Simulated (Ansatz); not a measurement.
This geometry of BClH2 + H2 (6 atoms, charge 0, multiplicity 1) is a first-order saddle point.

Computed with RKS B3LYP/def2-SVP in Ansatz 0.2.0.

```xyz
6
Properties=species:S:1:pos:R:3
B 0.016 -0.274 0.022
Cl 0.001 0.044 2.154
H 1.072 0.144 -0.356
H -1.060 0.084 -0.362
H 0.052 -1.540 0.164
H 0.037 -1.128 1.235
```

(1) Which two structures does it join? (They come from a converged band through this point; their orientation in space is the band's.)

(2) How far does it lie above each of them?

Answers

(1) Bonds broken: B1–Cl2, H5–H6. Bonds formed: B1–H5, Cl2–H6. BClH2 + H2 becomes BH3 + ClH.

Initial state:

```xyz
6
Properties=species:S:1:pos:R:3
B -0.015 0.549 0.172
Cl -0.036 1.154 1.812
H 1.050 0.390 -0.360
H -1.066 0.320 -0.361
H 0.111 -2.624 0.426
H 0.074 -2.459 1.168
```

Final state:

```xyz
6
Properties=species:S:1:pos:R:3
B 0.018 -0.263 -0.358
Cl 0.001 -0.154 2.189
H 1.040 0.364 -0.479
H -1.045 0.288 -0.490
H 0.062 -1.469 -0.353
H 0.042 -1.436 2.348
```

(2) 1.08 eV above the first and 0.36 eV above the second. This is the barrier of this one path; another mechanism may lie lower. The orbitals stay closed-shell, which can raise the energy where a bond breaks towards radicals; this wasn't checked here.

The run took 2 min on 1 thread of Arm Neoverse V2 (shared host), peak memory 0.093 GiB.
